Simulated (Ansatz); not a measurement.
Consider the formal loss of a carbene: `FCS` → `[CH]F` + H₂S.

Gas-phase electronic energies from Ansatz, PBE0-D4/def2-TZVP geometries. CCSD(T)/CBS adds triple-zeta CCSD(T) − MP2 to the extrapolated MP2 energy (def2 sets, frozen cores). This one scheme is used for every species. Each species was taken in one conformer, which may not be the lowest.

**Question.** Is it downhill or uphill in electronic energy at CCSD(T)/CBS, and by how much? (An estimate is asked.)

**Answer.** Ansatz gave: Uphill: ΔE = +355.6 kJ/mol.

**Question.** What do these levels give: HF/def2-SVP, MP2/def2-SVP, CCSD(T)/def2-TZVPP, HF/def2-QZVPP, MP2/def2-QZVPP, SCS-MP2/def2-QZVPP? (Best estimate.)

**Answer.** Ansatz gave: HF/def2-SVP 313.5, MP2/def2-SVP 368.9, CCSD(T)/def2-TZVPP 347.5, HF/def2-QZVPP 309.4, MP2/def2-QZVPP 381.1, SCS-MP2/def2-QZVPP 362.9 kJ/mol.

Largest T1 diagnostic among the species: 0.018.

Leaving LDA and LC-ωPBE aside and taking each functional with its dispersion term where it has one, the values, not all of them listed here, spread over 34.8 kJ/mol, from BLYP-D4 to r2SCAN0-D4. LDA lies +52.2 kJ/mol from PBE without D4. The D4 term adds +7.8 kJ/mol with B3LYP and +4.0 kJ/mol with PBE0; it sums over pairs of atoms, weighted by their polarisabilities, and B3LYP, whose exchange is more repulsive, gets the larger term.

B3LYP here is the variant with VWN-RPA as its local correlation; programs differ in this.
